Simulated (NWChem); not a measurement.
All runs are NWChem calculations. System: C3H6 (-1), charge -1, spin multiplicity 2, at a geometry optimised with UB3LYP/def2-SVP. The structure started from a generated list of species. Its SCF solution wasn't tested for a lower state.

Job file:

```
start mol
memory heap 200 mb stack 800 mb global 1000 mb
charge -1
geometry units angstroms nocenter noautoz noautosym
  C     -1.210268     0.131690    -0.236127
  C      0.117355     0.253727     0.453385
  C      1.277475    -0.385323    -0.116786
  H     -1.644047    -0.919504    -0.325688
  H     -2.003623     0.739031     0.248417
  H     -1.157440     0.479284    -1.293869
  H      0.044350     0.229514     1.559592
  H      1.416587    -0.274593    -1.214577
  H      2.236803    -0.254297     0.423292
end
basis spherical
  * library aug-cc-pvdz
end
dft
  xc xpbe96 cpbe96
  odft
  mult 2
  semidirect memsize 60000000 filesize 0
  iterations 100
end
task dft energy
```

The output up to the point where the run's verdict is printed (cleaned and shortened):

```
             Northwest Computational Chemistry Package (NWChem) 7.3.0
             --------------------------------------------------------

                                NWChem Input Module
                                -------------------

 Scaling coordinates for geometry "geometry" by  1.889725989
 (inverse scale =  0.529177249)

                             Geometry "geometry" -> ""
                             -------------------------

 Output coordinates in angstroms (scale by  1.889725989 to convert to a.u.)

  No.       Tag          Charge          X              Y              Z
 ---- ---------------- ---------- -------------- -------------- --------------
    1 C                    6.0000    -1.21026800     0.13169000    -0.23612700
    2 C                    6.0000     0.11735500     0.25372700     0.45338500
    3 C                    6.0000     1.27747500    -0.38532300    -0.11678600
    4 H                    1.0000    -1.64404700    -0.91950400    -0.32568800
    5 H                    1.0000    -2.00362300     0.73903100     0.24841700
    6 H                    1.0000    -1.15744000     0.47928400    -1.29386900
    7 H                    1.0000     0.04435000     0.22951400     1.55959200
    8 H                    1.0000     1.41658700    -0.27459300    -1.21457700
    9 H                    1.0000     2.23680300    -0.25429700     0.42329200

 Effective nuclear repulsion energy (a.u.)      68.7475421872

            Nuclear Dipole moment (a.u.)
            ----------------------------
        X                 Y               Z
 ---------------- ---------------- ----------------
     0.0000037795    -0.0000018897    -0.0000018897


 Summary of "ao basis" -> "" (spherical)
 ------------------------------------------------------------------------------
       Tag                 Description            Shells   Functions and Types
 ---------------- ------------------------------  ------  ---------------------
 *                        aug-cc-pvdz                 on all atoms

  pbe96 is a nonlocal functional; adding pw91lda local functional.
[...]
 d= 0,ls=0.5,diis    75   -117.7005241526 -1.80D-07  1.16D-04  4.28D-07   205.7
                                                     6.44D-07  2.30D-07
 d= 0,ls=0.5,diis    76   -117.7005243433 -1.91D-07  8.61D-05  3.57D-07   208.1
                                                     2.62D-06  1.83D-07
 d= 0,ls=0.5,diis    77   -117.7005244221 -7.88D-08  8.19D-05  4.00D-07   211.2
                                                     1.79D-06  2.35D-07
 d= 0,ls=0.5,diis    78   -117.7005244953 -7.32D-08  9.26D-05  4.29D-07   213.7
                                                     5.90D-07  2.74D-07
 d= 0,ls=0.5,diis    79   -117.7005246066 -1.11D-07  7.91D-05  4.08D-07   216.3
                                                     1.05D-06  2.60D-07
 d= 0,ls=0.5,diis    80   -117.7005246773 -7.07D-08  8.82D-05  4.19D-07   219.0
                                                     7.29D-07  2.77D-07
 d= 0,ls=0.5,diis    81   -117.7005247962 -1.19D-07  7.93D-05  3.62D-07   222.4
                                                     9.65D-07  2.34D-07
 d= 0,ls=0.5,diis    82   -117.7005248821 -8.59D-08  8.14D-05  3.45D-07   224.9
                                                     1.30D-06  2.27D-07
 d= 0,ls=0.5,diis    83   -117.7005249684 -8.63D-08  9.27D-05  3.22D-07   227.9
                                                     1.88D-06  2.13D-07
 d= 0,ls=0.5,diis    84   -117.7005250846 -1.16D-07  9.06D-05  2.58D-07   230.5
                                                     6.31D-07  1.65D-07
 d= 0,ls=0.5,diis    85   -117.7005251807 -9.61D-08  7.77D-05  2.19D-07   233.5
                                                     1.45D-06  1.34D-07
 d= 0,ls=0.5,diis    86   -117.7005252177 -3.70D-08  7.53D-05  2.45D-07   236.2
                                                     7.09D-07  1.60D-07
 d= 0,ls=0.5,diis    87   -117.7005252613 -4.36D-08  7.25D-05  2.54D-07   239.2
                                                     7.20D-07  1.69D-07
 d= 0,ls=0.5,diis    88   -117.7005253062 -4.49D-08  8.29D-05  2.53D-07   241.9
                                                     8.64D-07  1.73D-07
 d= 0,ls=0.5,diis    89   -117.7005253758 -6.96D-08  8.77D-05  2.19D-07   244.9
                                                     9.85D-07  1.48D-07
 d= 0,ls=0.5,diis    90   -117.7005254600 -8.43D-08  8.51D-05  1.67D-07   247.5
                                                     4.32D-07  1.04D-07
 d= 0,ls=0.5,diis    91   -117.7005255233 -6.33D-08  8.27D-05  1.38D-07   250.4
                                                     5.54D-07  8.28D-08
 d= 0,ls=0.5,diis    92   -117.7005255864 -6.31D-08  6.86D-05  1.09D-07   253.9
                                                     6.69D-07  6.18D-08
 d= 0,ls=0.5,diis    93   -117.7005256237 -3.73D-08  6.58D-05  1.06D-07   257.5
                                                     5.82D-07  6.23D-08
 d= 0,ls=0.5,diis    94   -117.7005256635 -3.99D-08  6.15D-05  9.70D-08   260.8
                                                     4.27D-07  5.67D-08
 d= 0,ls=0.5,diis    95   -117.7005257005 -3.69D-08  5.56D-05  8.87D-08   264.1
                                                     4.93D-07  5.10D-08
 d= 0,ls=0.5,diis    96   -117.7005257297 -2.92D-08  4.85D-05  8.57D-08   266.8
                                                     9.61D-07  5.08D-08
 d= 0,ls=0.5,diis    97   -117.7005257454 -1.57D-08  4.85D-05  9.70D-08   269.8
                                                     6.11D-07  6.21D-08
 d= 0,ls=0.5,diis    98   -117.7005257616 -1.62D-08  4.93D-05  1.03D-07   272.5
                                                     4.83D-07  6.93D-08
 d= 0,ls=0.5,diis    99   -117.7005257791 -1.76D-08  5.12D-05  1.05D-07   275.5
                                                     3.32D-07  7.30D-08
 d= 0,ls=0.5,diis   100   -117.7005258032 -2.40D-08  5.00D-05  9.71D-08   278.5
                                                     5.79D-07  6.77D-08
```

The run did not converge; its last values are not results. The next line reads: Calculation failed to converge. NWChem stopped with the message: dft energy failed.
